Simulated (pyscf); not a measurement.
# Routes from H₃Ge–SeH + hydrogen fluoride (HF)

Candidate steps break at most two bonds and form at most two. Each was searched with GFN2-xTB (tblite) first. PySCF, gas phase, ωB97X-D3(BJ)/def2-SVP geometries. Energies: ωB97M-D3(BJ)/def2-TZVP, kcal/mol, from the separated reactants, singlet surface; ΔG‡ with ideal gas, 1 atm, RRHO with modes under 100 cm⁻¹ raised to 100, one conformer, R ln 2 for chiral ones without a mode under 150 cm⁻¹.

| products | type | ΔE‡ | ΔE | ΔG‡ 298 K | ΔG‡ 900 K | ν‡ (cm⁻¹) |
|---|---|---|---|---|---|---|
| H₂Se + F–GeH₃ | four-centre exchange | 27.5 | -1.6 | 35.7 | 56.2 | 579i |
| F–GeH₂–SeH + H₂ | four-centre exchange | 35.8 | -10.8 | 44.3 | 65.1 | 1217i |

Row 1: On the reactant side the descent ends in a complex, 6.3 kcal/mol under the separated species and 35.3 kcal/mol under the saddle at ωB97X-D3(BJ)/def2-TZVP. 

Plain bond fissions and candidates not yet searched are not listed, and one of them may be faster. Each barrier is that of the saddle found; lower ones may exist. Elements up to Kr have no core potential and no relativistic terms here.
